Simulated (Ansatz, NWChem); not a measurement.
# Worked example: the enthalpy of formation of C2H3N (isocyanomethane)

The species is C2H3N (6 atoms), meant as a singlet with charge 0. As SMILES, `[C-]#[N+]C`. The coordinates come from a PBE0-D4/def2-TZVP relaxation.

| atom | x (Å) | y (Å) | z (Å) |
| --- | --- | --- | --- |
| C | 0.7994 | -1.7232 | 0.8840 |
| N | 0.3552 | -0.7658 | 0.3929 |
| C | -0.1825 | 0.3934 | -0.2018 |
| H | -1.1308 | 0.1562 | -0.6860 |
| H | 0.5109 | 0.7832 | -0.9483 |
| H | -0.3522 | 1.1562 | 0.5592 |

Total energies at MP3/def2-SVPD, 3 core orbitals frozen (NWChem 7.3.0); the atoms run unrestricted:

```tsv
species	state	energy (Eh)
C2H3N	singlet	-132.246615
C	triplet	-37.714329
N	quartet	-54.425666
H	doublet	-0.499278
```

Harmonic wavenumbers at PBE0-D4/def2-TZVP, in cm⁻¹: 287, 287, 988, 1142, 1142, 1448, 1483, 1483, 2269, 3066, 3146, 3146.

Measured heats of formation of the gaseous atoms at 298.15 K, in kJ/mol: C 716.9, N 472.4, H 218.0. Take 1 Eh = 2625.50 kJ/mol, 1 cm⁻¹ = 0.0119627 kJ/mol, RT = 2.479 kJ/mol.

**Question.** What heat of formation follows?

**Answer.** 
1. Electronic atomisation energy: 2 × (-37.714329) + (-54.425666) + 3 × (-0.499278) − (-132.246615) = 0.894457 Eh = 2348.4 kJ/mol.
2. Zero-point energy: half the sum of the wavenumbers, 9943.5 cm⁻¹ = 119.0 kJ/mol.
3. Thermal vibrational enthalpy, Σ hcν̃/(exp(hcν̃/kT) − 1): 2.5 kJ/mol. Translation, rotation and pV of a non-linear molecule: 4 RT = 9.9 kJ/mol.
4. The 6 free atoms carry 5/2 RT each: 37.2 kJ/mol.
5. Atomisation enthalpy at 298 K: 2348.4 − 119.0 − 2.5 − 9.9 + 37.2 = 2254.2 kJ/mol.
6. Sum of the atoms' heats of formation: 2560.2 kJ/mol. Heat of formation: 2560.2 − 2254.2 = +306.0 kJ/mol.

No measured value is set beside it here. A double-zeta basis underbinds. Anharmonicity and any spin-orbit splitting of the molecule are left out, and so is core correlation.
